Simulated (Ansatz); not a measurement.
bcc Mo, treated with r²SCAN-D4 (plane waves, PAW; Ansatz, a quantum-chemistry and plane-wave program).

Settings: plane-wave cutoff 560 eV, 24×24×24 k mesh, Fermi–Dirac smearing 0.05 eV, no spin polarisation, scalar-relativistic PAW data made under PBE.

Computed at the level's own relaxed cell.

Question: What does this level give for the volume per atom, bulk modulus B0, lattice parameter a and pressure derivative B′ of the bulk modulus?

Answer: 
* **volume per atom**: 15.54 Å³/atom
* **bulk modulus B0**: 275 GPa
* **lattice parameter a**: 3.144 Å
* **pressure derivative B′ of the bulk modulus**: 4.1

The run finds no gap.

Measured, for comparison: equilibrium volume per atom 15.49 Å³/atom, lattice constant a 3.141 Å (static lattice: zero-point anharmonic expansion removed; as tabulated in Mejia-Rodriguez and Trickey (2018), arXiv:1807.09216); bulk modulus 265 GPa (zero-point energy and finite temperature contributions removed, our sources range from 265 to 278; as tabulated in doi:10.1021/acs.jctc.3c00612). Computed (rounded) less measured: equilibrium volume per atom +0.3 %, bulk modulus +4 % (inside the range of the sources held), lattice constant a +0.1 %.
